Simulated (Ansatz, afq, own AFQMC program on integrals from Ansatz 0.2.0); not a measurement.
AlH3O, triplet in cc-pVTZ, levels against AFQMC with the constraint released

```xyz
5

Al   -1.0312    0.0000    0.0000
H    -1.8241    1.3734    0.0000
H    -1.8241   -1.3734    0.0000
H     0.5547    0.0000    0.0000
O     1.9338    0.0000    0.0000
```

Connectivity, by distances: AlH3 ··· O.

Basis cc-pVTZ. Noble-gas cores (and the filled d shells of Ga–Kr and In–Xe) are frozen. Ansatz 0.2.0 and our own AFQMC program on the same integrals; the CISD trial comes from CCSD amplitudes, and released means the phaseless constraint is let go. Error bars are statistical, one sigma.

Determinant: UHF, the one that the program's search chose, which needn't be the lowest solution. The geometry is a point of a scan.

No full CI on the walks' own integrals is used here. The released AFQMC energy serves as the reference, which it does only where one determinant dominates, the energy is flat over the last release times and near the phaseless one (40 meV or 2 meV an electron, half that with transition metals). On small molecules, where full CI could be run and the noise was under 10 meV, such values lay within 10 meV of it in 19 cases of 20, a flattering rate, since the rule was set on those same cases; what remains of the bias isn't in the error bar.

Cautions: lower spins were not checked; the released value is read at 1.62 1/Eh, later times being too noisy (meV from the phaseless value at times in 1/Eh: -12 ± 6 at 0.24, -11 ± 4 at 0.51, -13 ± 4 at 0.99, -21 ± 6 at 1.62, -18 ± 10 at 2.40).

```
T1 diagnostic                               : 0.0258
weight of the determinant in the CISD state : 0.878
⟨S²⟩ of the determinant                     : 2.032
size of the correlated space                : 12 electrons in 100 orbitals
```

Reference: AFQMC with the constraint released, correlation energy -8.455 ± 0.006 eV.

| level | E − E(reference) (meV) | share of correlation (%) |
| --- | --- | --- |
| HF | 8455.1 ± 6.0 | 0.00 |
| MP2 | 1357.6 ± 6.0 | 83.94 |
| CCSD | 243.5 ± 6.0 | 97.12 |
| CCSD(T) | 43.1 ± 6.0 | 99.49 |
| ph-AFQMC/CISD | 20.6 ± 7.6 | 99.76 |

A walk keeps the symmetry of its determinant, which the program's search chose and which needn't be the lowest solution, so a lower state of the same spin and another symmetry isn't excluded. Released energies are given only where the last usable release times agree within the noise; a slower fall can still hide under it.
